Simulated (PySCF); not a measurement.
For rock-salt NaI, PBE in PySCF (GTH pseudopotentials, Gaussian basis) gives:

```
Item                      Result
------------------  ------------
lattice constant a       6.549 Å
bulk modulus B0         15.1 GPa
cohesive energy     2.46 eV/atom
```

What does MP2 in PySCF (GTH pseudopotentials, Gaussian basis) give for the same quantities?


- lattice constant a: 6.369 Å (shrinks by 2.7 %)
- bulk modulus: 18.9 GPa (goes up by 25 %)
- cohesive energy: 2.87 eV/atom (rises by 0.41 eV/atom)

For comparison: lattice constant a 6.409 Å (measured, low temperature, zero-point motion not removed; as tabulated in Doll and Stoll (1998), arXiv:cond-mat/9801031); bulk modulus 17.9 GPa (measured, 4 K, zero-point motion not removed; as tabulated in Doll and Stoll (1998), arXiv:cond-mat/9801031).

Changes are worked out from the printed values.

Unless a cell is named, each level is at its own relaxed cell (PBE 35.11, MP2 32.29 Å³/atom).

Levels without +SOC leave out spin–orbit coupling, which shifts energies and cells of such heavy elements.
